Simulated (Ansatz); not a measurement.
For zinc-blende GaSb, r²SCAN+rVV10 in Ansatz (plane waves, PAW) gives:

- lattice parameter a: 6.104 Å
- bulk modulus B0: 55.9 GPa
- cohesive energy: 3.12 eV/atom
- band gap: 0.51 eV
- enthalpy of formation: -0.207 eV/atom

Question: What does r²SCANh in Ansatz (plane waves, PAW) give for the same quantities?

Answer: 
- lattice constant a: 6.116 Å (grows by 0.2 %)
- bulk modulus: 56.0 GPa (stays essentially unchanged)
- cohesive energy: 2.90 eV/atom (decreases by 0.22 eV/atom)
- band gap: 0.90 eV (grows by 0.39 eV)
- formation enthalpy: -0.265 eV/atom (moves by -0.058 eV/atom)

For comparison: lattice constant a 6.096 Å (measured, 300 K, not corrected to a static lattice; as tabulated in Vurgaftman et al. (2001), doi:10.1063/1.1368156); bulk modulus 57 GPa (measured, temperature not stated, no zero-point or thermal correction; as tabulated in Toher et al. (2017), arXiv:1611.05714); cohesive energy 3.03 eV/atom (measured, zero-point energy (9/8 kB θD) added and atomic spin-orbit splittings removed, spin-orbit-averaged atoms; as tabulated in Paulus et al. (1996), arXiv:cond-mat/9605064); band gap 0.84 eV (measured, zero-point shift of 0.03 eV (the table's estimate, ZP (est)) added back here, E0, Γ; inputs from arXiv:2302.06325); formation enthalpy -0.22 eV/atom (measured, 298 K, not corrected to a static lattice; as tabulated in Zhang et al. (2018), doi:10.1038/s41524-018-0065-z).

Changes are worked out from the printed values.

Unless a cell is named, each level is at its own relaxed cell (r²SCAN+rVV10 28.43, r²SCANh 28.59 Å³/atom).

Levels without +SOC leave out spin–orbit coupling, which shifts energies and cells of such heavy elements.

Levels without +SOC have no spin–orbit coupling; where heavier elements are present it shifts gaps, mostly down, and can invert bands. Density-functional gaps are differences of (generalised) Kohn–Sham levels.

Ansatz's density-functional and Hartree–Fock values are scalar-relativistic unless marked +SOC, with PAW data made under PBE.

Ansatz is an electronic-structure program.
